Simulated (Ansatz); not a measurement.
fcc Pt, relaxed in Ansatz (plane waves) with several semilocal functionals. Each gives its own volume and its own bulk modulus:

| level | V0 (Å³/atom) | bulk modulus (GPa) | ln V0 | ln B0 |
|---|---|---|---|---|
| LDA | 14.761 | 306.8 | 2.6920 | 5.7262 |
| r²SCAN | 15.294 | 271.4 | 2.7275 | 5.6036 |
| PBE | 15.645 | 247.9 | 2.7502 | 5.5130 |

Question: Fit a straight line to ln B0 against ln V0. What does it predict for PBEsol, whose volume is 15.039 Å³/atom?

Answer: With x = ln V0 and y = ln B0: means 2.72323 and 5.61427; Σ(Δx Δy) = -0.006272, Σ(Δx²) = 0.001721, so the slope is -3.64. At x = 2.7106 the line gives y = 5.61427 + (-3.64) × (2.7106 − 2.72323) = 5.6602, or 287.2 GPa. The run with PBEsol gives 287.1 GPa, -0.0 % from the line. The rows used scatter about it by up to 0.5 %, while the largest value lies 24 % above the smallest. For comparison, PBE's own equation of state has B′ = 5.5, the slope −d ln B/d ln V at a fixed functional; the two needn't agree, since functionals also differ at one volume.

Measured: 289 GPa (measured, corrected for temperature and zero-point phonon effects; as tabulated in Levämäki et al. (2014), arXiv:1402.3671).

The crystal itself was run without spin with LDA, PBEsol, r²SCAN, PBE; a magnetic state was not tried in these runs.

Ansatz's density-functional and Hartree–Fock values are scalar-relativistic unless marked +SOC, with PAW data made under PBE.

Ansatz is a quantum-chemistry and plane-wave program.
